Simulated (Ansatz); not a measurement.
Input and output for P2 (`P#P`).

```yaml
crystal:
  periodic: [false, false, false]
  atoms:
    - {symbol: P, position_ang: [-0.062341, 0.187346, 0.071634]}
    - {symbol: P, position_ang: [0.132486, -0.077172, 1.967693]}
basis:
  gaussian: {orbitals: aug-pcseg-2}
hamiltonian: {xc: {name: wB97M-V}}
scf: {lower_state_search: full}
output: {forces: true}
```

```sh
$ ansatz run in.yaml --threads 2 --pin off --events-out ev --progress --plain --max-ram 22528MiB --backend cpu
```

Shortened log:

```
Functional definition: wB97M-V
652 factors; their error is unknown
184 factors; integrals over basis functions are off by at most 1.6e-4 eV
mean field evaluation 1: about -18576.3646 eV, gradient 9.2e0 eV
mean field evaluation 2: about -18576.5277 eV, gradient 4.1e0 eV
mean field evaluation 4: about -18576.5688 eV, gradient 8.6e-2 eV
mean field evaluation 8: about -18576.6136 eV, gradient 4.3e-3 eV
mean field -18576.61362365 eV, -682.6779589881 hartree, gradient 9.9e-6 eV, S^2 0.000000; 0 other end points of the search recorded, 0 dependent functions left out
reference -18576.61367784 eV, -682.6779609797 hartree; 15, 15 occupied and 85, 85 virtual orbitals, 652 factors
Total energy: -18576.61367784 eV, -682.6779609797 hartree
Atom 0 at    -0.062341     0.187346     0.071634 Å, force     0.205464    -0.278959     1.999574 eV/Å
Atom 1 at     0.132486    -0.077172     1.967693 Å, force    -0.205464     0.278959    -1.999574 eV/Å
Dipole moment:     0.000000     0.000000    -0.000000 e Å
```

Run time 3.1 s (2 threads of an AMD EPYC 7R13 on a shared host); peak host memory 0.24 GiB.
